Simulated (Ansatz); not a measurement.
**Active spaces for CH4O, singlet**

Calculated in Ansatz's Gaussian-basis code. Basis cc-pVTZ, nonrelativistic, no frozen core. State-specific CASSCF; RHF is the lowest restricted (open-shell) Hartree–Fock solution met. A star marks a space from which the shells under the valence were barred; without it they can enter the space, which moves the corrections. No symmetry is imposed, so a solution can break that of the shape. The lowest solution met needn't be the lowest there is, nor hold the orbitals that a chemist would pick.

Geometry:

```xyz
6

C    -0.0503    0.6685    0.0000
O    -0.0503   -0.7585    0.0000
H    -1.0807    1.0417    0.0000
H     0.4650    1.0417    0.8924
H     0.4650    1.0417   -0.8924
H     0.8544   -1.0677    0.0000
```

Q: What do CASSCF and its corrections give against RHF in CAS(6,5)*, and what are the occupations?

A: CASSCF -1.465 eV, SC-NEVPT2 -12.154 eV; occupations 2.00, 1.98, 1.98, 0.02, 0.02.

Q: Roughly how much CPU time does a whole run from the default start take (median of such runs, summed over threads; nearly all runs on one pinned thread of a shared server, mostly Xeon at 2.3 to 2.6 GHz, by a development driver)?

A: CAS(6,5)*: about 17 s. Other jobs ran beside these, and the count of passes differs.
